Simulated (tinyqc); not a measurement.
Worked calculation: Born-Oppenheimer dynamics on the RHF/sto-6g surface (energies and gradients from PySCF), for LiH, spin multiplicity 1. Computed by tinyqc, a small Python program that keeps every step (integrals from PySCF). Settings: charge = 0, multiplicity = 1, basis = sto-6g, time step (fs) = 2.0, steps = 16. Command: `OMP_NUM_THREADS=1 python tinyqc.py 30124 30125 out.jsonl` (the two numbers bound the seeds that draw the settings). One thread of a shared host (Intel(R) Xeon(R) Processor @ 2.60GHz), about 2 s of CPU time with the checks.

## Velocity Verlet step 1

positions (bohr):
```
            x         y         z
1Li  0.000000  0.000000  0.000000
2H   0.000000  0.000000  3.314580
```

velocities (bohr per atomic time unit):
```
                x             y             z
1Li   0.000008918   0.000059788   0.000004647
2H   -0.000062082  -0.000416212  -0.000032353
```

gradient (hartree/bohr):
```
              x           y            z
1Li  0.00000000  0.00000000  -0.03888654
2H   0.00000000  0.00000000   0.03888654
```

masses (electron masses): 1Li 12789.392909, 2H 1837.152588

gradient after step 1 (hartree/bohr):
```
               x            y            z
1Li   0.00006128   0.00041086  -0.03370633
2H   -0.00006128  -0.00041086   0.03370633
```

dt = 2 fs = 82.6827 atomic units; x' = x + v dt - g dt^2 / (2m); after the new gradient g', v' = v - (g + g') dt / (2m).

positions after step 1 (bohr):
```
             x          y         z
1Li   0.000737   0.004943  0.010777
2H   -0.005133  -0.034414  3.239552
```

velocities after step 1 (bohr per atomic time unit):
```
                x             y             z
1Li   0.000008720   0.000058459   0.000239302
2H   -0.000060703  -0.000406967  -0.001665907
```

## Velocity Verlet step 2

gradient after step 2 (hartree/bohr):
```
               x            y            z
1Li   0.00006109   0.00040955  -0.01596100
2H   -0.00006109  -0.00040955   0.01596100
```

As before.

positions after step 2 (bohr):
```
             x          y         z
1Li   0.001442   0.009667  0.039572
2H   -0.010038  -0.067298  3.039096
```

velocities after step 2 (bohr per atomic time unit):
```
                x             y             z
1Li   0.000008324   0.000055807   0.000399850
2H   -0.000057949  -0.000388505  -0.002783569
```

## Energy conservation

The total energy should stay constant up to terms of order dt^2; the step counts as short enough if it moves by less than 2 % of the largest kinetic energy.

Trajectory:
```
time (fs)  1Li-2H (angstrom)  potential (hartree)  kinetic (hartree)  total (hartree)
0.000000            1.754000          -7.94329173         0.00018713      -7.94310460
2.000000            1.708724          -7.94640233         0.00309333      -7.94330900
4.000000            1.587814          -7.95219681         0.00830184      -7.94389496
6.000000            1.431294          -7.95219724         0.00796919      -7.94422806
8.000000            1.317092          -7.94437975         0.00141684      -7.94296291
10.000000           1.329519          -7.94563855         0.00240566      -7.94323288
12.000000           1.457948          -7.95295340         0.00868819      -7.94426521
14.000000           1.612787          -7.95134310         0.00756549      -7.94377761
16.000000           1.722553          -7.94549963         0.00225380      -7.94324583
18.000000           1.752949          -7.94336888         0.00025865      -7.94311023
20.000000           1.696283          -7.94717671         0.00380765      -7.94336905
22.000000           1.567478          -7.95274095         0.00875385      -7.94398710
24.000000           1.411295          -7.95138881         0.00723193      -7.94415688
26.000000           1.310211          -7.94363444         0.00083999      -7.94279445
28.000000           1.341813          -7.94677699         0.00331751      -7.94345947
30.000000           1.479287          -7.95331121         0.00905418      -7.94425703
32.000000           1.631302          -7.95058614         0.00689694      -7.94368920
```

The total energy moves within 1.5e-03 hartree; that is over 2 % of the largest kinetic energy, so the time step is too long.
